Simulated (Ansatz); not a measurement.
System: bcc Mo. Method: r²SCAN+rVV10 (PAW; Ansatz, an electronic-structure program).

Numerical settings: plane-wave cutoff 500 eV, 32×32×32 k mesh, Fermi–Dirac smearing 0.1 eV, no spin polarisation, scalar-relativistic PAW data made under PBE.

Computed at the level's own relaxed cell.

**Question.** Estimate the equilibrium volume per atom and lattice constant a that the calculation returns.

**Answer.** 
- equilibrium volume per atom: 15.54 Å³/atom
- lattice constant a: 3.144 Å

Measured, for comparison: equilibrium volume per atom 15.49 Å³/atom, lattice constant a 3.141 Å (static lattice: zero-point anharmonic expansion removed; as tabulated in Mejia-Rodriguez and Trickey (2018), arXiv:1807.09216). Computed (rounded) less measured: equilibrium volume per atom +0.3 %, lattice constant a +0.1 %.

Computed values are for the static lattice.

Cost on a shared machine: very roughly 110 core-seconds.
